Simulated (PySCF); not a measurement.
Identify the unknown among the candidates.

All candidates are C4H3O2 (charge -1).

- Rotational structure: rotational constants A, B, C: 9.212, 3.982, 2.780 GHz [GFN2-xTB]
- NMR, other nuclei: isotropic shieldings of nuclei other than C and H, by class: 53 (1 O), 83 (1 O) ppm [GIAO PBE0/pcSseg-1]
- Couplings: largest of the computed one-bond spin–spin couplings (means over like bonds): 13C–1H +193.9, 13C–1H +172.0, 13C–1H +159.1, 13C–13C +96.0, 13C–13C +78.4, 13C–13C +61.7, 17O–13C +30.9, 17O–13C +28.1 Hz [B3LYP/pcJ-1]
- 13C NMR: chemical shifts (computed TMS as zero) by class: 177.0 (1 C), 116.1 (1 C), 115.4 (1 C), 66.3 (1 C) ppm [GIAO PBE0/pcSseg-1]
- 1H NMR: chemical shifts (computed TMS as zero) by class: 5.94 (1 H), 5.74 (1 H), 3.50 (1 H) ppm [GIAO PBE0/pcSseg-1]

Electronic properties: PySCF, gas phase, density fitting. Levels stand in brackets. Isolated species at its GFN2-xTB geometry, gas phase. The HOMO energy is positive, so at this level the finite basis confines the outermost electrons. No diffuse functions stand in pcJ-1 and pcSseg-1, which bears on an anion's orbital energies. Each NMR value is the plain mean over a class of atoms that symmetry, rotation or inversion makes alike.

Question: Which candidate is it?
A. `[O-]c1ccco1`
B. `C=C=CC(=O)[O-]`
C. `C#CCC(=O)[O-]`

Answer: A. It is `[O-]c1ccco1`. Numbering: `[O-:1][c:2]1[cH:3][cH:4][cH:5][o:6]1`. 4 carbons fall into 4 classes; from least to most shielded: aromatic carbon bearing oxygen [C2] (177.0 ppm), aromatic CH carbon [C4] (116.1 ppm), aromatic CH next to a ring oxygen [C5] (115.4 ppm), aromatic CH carbon [C3] (66.3 ppm). Hydrogen classes from least to most shielded: 1 H on an aromatic CH next to a ring oxygen, C5 (5.94 ppm), 1 H on an aromatic CH carbon, C4 (5.74 ppm), 1 H on an aromatic CH carbon, C3 (3.50 ppm). The other shieldings belong to: 53 ppm, furan-type oxygen [O6]; 83 ppm, aryloxide oxygen [O1]. The couplings run between: +193.9 Hz, aromatic CH next to a ring oxygen [C5] and its hydrogen; +172.0 Hz, aromatic CH carbon [C3] and its hydrogen; +159.1 Hz, aromatic CH carbon [C4] and its hydrogen; +96.0 Hz, aromatic carbon bearing oxygen [C2] and aromatic CH carbon [C3]; +78.4 Hz, aromatic CH carbon [C4] and aromatic CH next to a ring oxygen [C5]; +61.7 Hz, aromatic CH carbon [C3] and aromatic CH carbon [C4]; +30.9 Hz, furan-type oxygen [O6] and aromatic carbon bearing oxygen [C2]; +28.1 Hz, aryloxide oxygen [O1] and aromatic carbon bearing oxygen [C2]. The optimised geometry has point group Cs and is an asymmetric top.

The others, at the same levels:
- `C=C=CC(=O)[O-]` fails: its computed 13C shifts are 216.8 (1 C), 160.8 (1 C), 95.6 (1 C), 62.3 (1 C) ppm, 1H shifts are 5.36 (1 H), 3.85 (2 H) ppm and rotational constant A is 8.473 GHz (against 9.212 GHz).
- `C#CCC(=O)[O-]` fails: its computed 13C shifts are 163.4 (1 C), 99.0 (1 C), 65.3 (1 C), 36.2 (1 C) ppm, 1H shifts are 2.49 (2 H), 1.07 (1 H) ppm and rotational constant A is 7.709 GHz (against 9.212 GHz).

Each candidate is one conformer, not necessarily the lowest. The conformers computed, where there is a choice (atom-mapped SMILES and torsion angles):
- `[CH2:1]=[C:2]=[CH:3][C:4](=[O:5])[O-:6]`: C2–C3–C4–O5 88°
- `[CH:1]#[C:2][CH2:3][C:4](=[O:5])[O-:6]`: C2–C3–C4–O5 91°
